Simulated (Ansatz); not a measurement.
**What a trial cell of TaI relaxes into**

All numbers below come from Ansatz 0.2.0, DFT PBE, scalar-relativistic, plane waves, PAW. Cutoff 420 eV, Γ-centred k mesh, Gaussian smearing, no spin polarisation in the final step.

The start puts TaI on the tenorite structure type (C2/c, No. 15), with Ta in place of Cu, I in place of O, at a guessed volume.

```yaml
crystal:
  lattice:
    - [3.34402, -2.44363, 0.00000]
    - [3.34402, 2.44363, 0.00000]
    - [-1.21379, 0.00000, 7.22233]
  atoms:
    - { symbol: Ta, position: [0.00000, 0.50000, 0.00000] }
    - { symbol: Ta, position: [0.50000, 0.00000, 0.50000] }
    - { symbol: I, position: [0.58160, 0.41840, 0.25000] }
    - { symbol: I, position: [0.41840, 0.58160, 0.75000] }
```

Cell and atoms relax at zero pressure; the relaxation can't lower the symmetry of the start.

The zero of energy is the elements' standard structures at the same level; no fitted shifts are applied.

Problem. What does it relax into?

Solution. It ends in Cccm (No. 66). Conventional cell: a = 3.846 Å, b = 5.280 Å, c = 9.232 Å. Ta has 4 I at 2.83 Å and 4 Ta at 3.27 Å; I has 4 Ta at 2.83 Å and 4 I at 3.27 Å.

```
Ta I
1.0
     1.92281   -2.64013    0.00000
     1.92281    2.64013    0.00000
     0.00000    0.00000    9.23209
Ta I
2 2
Direct
  0.50000 0.00000 0.00000
  0.00000 0.50000 0.50000
  0.50000 0.50000 0.25000
  0.50000 0.50000 0.75000
```

Problem. What are its volume, energy, density and gap?

Solution. The volume per atom is 23.43 Å³. The density is 10.91 g/cm³ and the energy over the elements is 0.92 eV/atom. The gap on the 14×14×6 mesh is 0 eV (a metal).

The final run used a 14×14×6 mesh on its 4-atom cell and 0.10 eV smearing. For metals, differences of a few meV/atom aren't resolved. Spin–orbit coupling is left out. Symmetry constrained the relaxation, so the result can be a saddle point. The steps took of the order of 22 core-minutes in all.